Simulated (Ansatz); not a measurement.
## CH3NO, SMILES NC=O: a relaxed scan of one distance

Program: the Ansatz DFT code, driven from Python.

`ch3no.py`
```python
import ansatz as az
from ase import Atoms
import numpy as np

atoms = Atoms(['N', 'C', 'O', 'H', 'H', 'H'], positions=[
    (0.1745, -0.6408, -0.3297),
    (-0.1241, 0.5618, 0.3199),
    (-1.2652, 0.8977, 0.686),
    (-0.5796, -1.2023, -0.5312),
    (1.0517, -0.8687, -0.6688),
    (0.7849, 1.1882, 0.4777),
])
ch3no = az.Crystal.molecule_from_ase(atoms)

job = ch3no.calculation().basis(gaussian='def2-SVP').functional('b3lyp')
symbols = [site.symbol for site in ch3no.cartesian_sites]
pairs = [(0, 1), (0, 3), (0, 4), (1, 2), (1, 5)]
print('held (A)   E (eV)        ', '  '.join(f'{symbols[i]}{i}-{symbols[j]}{j}' for i, j in pairs))
for length in [1.29, 1.4, 1.51, 1.68, 1.89]:
    rep = job.relax(constraints=[az.DistanceConstraint((0, 1), at=length)], force_tolerance=0.02, max_steps=60).run(threads=1).report
    xyz = np.array(rep['positions_ang'])
    print(f'{length:6.2f} {rep["free_energy_ev"]:14.5f}  ', '  '.join(f'{np.linalg.norm(xyz[i] - xyz[j]):.3f}' for i, j in pairs))
```

```console
$ python ch3no.py
held (A)   E (eV)         N0-C1  N0-H3  N0-H4  C1-O2  C1-H5
DeckWarning: relax.constraints: the input's atoms, or those drawn, lie off the distances that are held; a relaxation that starts there is brought onto them ahead of its first SCF, by positions alone, an atom by 5.45e-2 Å at the most. With the symmetry [...]
  1.29    -4619.51464   1.290  1.016  1.012  1.217  1.123
  1.40    -4619.60993   1.400  1.014  1.012  1.206  1.119
  1.51    -4619.30711   1.510  1.017  1.016  1.196  1.115
  1.68    -4618.59053   1.680  1.022  1.022  1.185  1.112
  1.89    -4617.66884   1.890  1.027  1.029  1.174  1.111
```
(Warnings from the package without file and line, shortened, repeats left out.)

Total energies depend on the basis set; only differences at equal settings carry meaning. The energies are electronic: no zero-point or thermal terms, and the basis set is short of its limit. b3lyp holds the VWN-RPA fit, as in Gaussian; the form of ORCA and Turbomole is b3lyp5. It ran for 62 s on 1 thread of Arm Neoverse V1 (shared host), peak memory 0.2 GiB.
